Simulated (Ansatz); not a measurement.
The same path of H6Si2 (8 atoms, charge 0, multiplicity 1) was run 3 times with different band settings.

Theory: RKS PBE0-D4/6-31G* in Ansatz.

Relaxed end points:

```xyz
8
Properties=species:S:1:pos:R:3
Si 0.087 -0.029 0.339
H -0.347 -0.398 1.716
Si 2.421 0.031 0.231
H 2.986 -1.311 0.551
H 2.886 0.425 -1.129
H 2.958 1.014 1.215
H -0.492 1.303 0.003
H -0.461 -1.035 -0.614
```

```xyz
8
Properties=species:S:1:pos:R:3
Si 0.088 -0.027 0.343
H -0.408 0.929 1.374
Si 2.422 0.027 0.234
H 2.920 -0.957 -0.769
H 2.894 1.385 -0.161
H 3.014 -0.311 1.560
H -0.506 0.348 -0.972
H -0.387 -1.394 0.702
```

Common settings: spring 5.0 eV/Å²; start path through a guess of the saddle point; force threshold 0.05 eV/Å; iteration limit 60; end points relaxed.

| run | movable images | climbing image | optimiser |
| --- | --- | --- | --- |
| 1 | 5 | yes | quadratic models (default) |
| 2 | 6 | no | quadratic models (default) |
| 3 | 5 | yes | lbfgs |

Q: What does each run give, and how far can it be trusted?

A: Run 1: converged after 9 iterations, highest image 0.041 eV above the first end. A vibrational analysis at the climbing image gives one clearly imaginary mode, 125i cm⁻¹: a first-order saddle point.
Run 2: converged after 8 iterations, highest image 0.040 eV above the first end. No image climbed, so the highest image needn't sit at the top of the path.
Run 3: converged after 32 iterations, highest image 0.041 eV above the first end. Another band between the same ends (5 images) ends at a top of the same energy, where a vibrational analysis finds 1 clearly imaginary mode.
